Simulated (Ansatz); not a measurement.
The input, for Ansatz 0.2.0:

```yaml
crystal:
  periodic: [false, false, false]
  atoms:
    - {symbol: N, position_ang: [-0.138489, -0.031601, -0.049186]}
    - {symbol: H, position_ang: [-0.435768, 0.936233, -0.049186]}
    - {symbol: H, position_ang: [-0.435768, -0.433900, 0.831073]}
    - {symbol: H, position_ang: [0.911511, -0.031600, -0.049187]}
    - {symbol: H, position_ang: [1.884511, -0.031600, -0.049187]}
basis:
  gaussian: {orbitals: 6-31G}
magnetization: {spin_polarized: false, initial_magnetization: 1}
correlation: {method: fic_nevpt4_sd, electrons: valence, active_space: {window: {electrons: 5, orbitals: 4}}}
```

```sh
$ ansatz run in.yaml --threads 1 --pin off --events-out ev --progress --plain --max-ram 2393MiB
```

Log:

```
260 factors; integrals over basis functions are off by at most 4.8e-4 eV
mean field evaluation 1: about -1539.0961 eV, gradient 2.3e1 eV
mean field evaluation 2: about -1539.0950 eV, gradient 2.3e1 eV
mean field evaluation 4: about -1540.5264 eV, gradient 2.9e0 eV
mean field evaluation 8: about -1540.6113 eV, gradient 6.6e-4 eV
mean field evaluation 16: about -1540.5878 eV, gradient 2.0e0 eV
mean field -1540.61130391 eV, -56.6164211550 hartree, gradient 3.8e-6 eV, S^2 0.750000; 1 other end points of the search recorded, 0 dependent functions left out
reference -1540.61130391 eV, -56.6164211550 hartree; 6, 5 occupied and 11, 12 virtual orbitals, 260 factors
state -1541.24560672 eV, -56.6397313533 hartree
state -1541.24560672 eV, -56.6397313533 hartree; corrected -1544.36417138 eV, -56.7543364906 hartree
state -1541.16606173 eV, -56.6368081287 hartree
state -1541.16606173 eV, -56.6368081287 hartree; corrected -1544.34322155 eV, -56.7535665985 hartree
state -1541.24560672 eV, -56.6397313533 hartree; corrected -1544.36417138 eV, -56.7543364906 hartree
1 active orbitals were swapped for others, from the solution at -1541.16606139 eV, -56.6368081162 hartree to that at -1541.24560575 eV, -56.6397313177 hartree; typed "places" are swapped only where nearly empty or full, and so, without "given_window_search", are "orbital_numbers", "shells" and a window whose orbitals a file names under [Active]
Total energy: -1544.36417138 eV, -56.7543364906 hartree
```

Natural occupations: 1.9989 1.9787 1.0011 0.0213.

Ran on 1 thread of Arm Neoverse V1, shared host: 0.66 s wall, 0.07 GiB peak host memory.
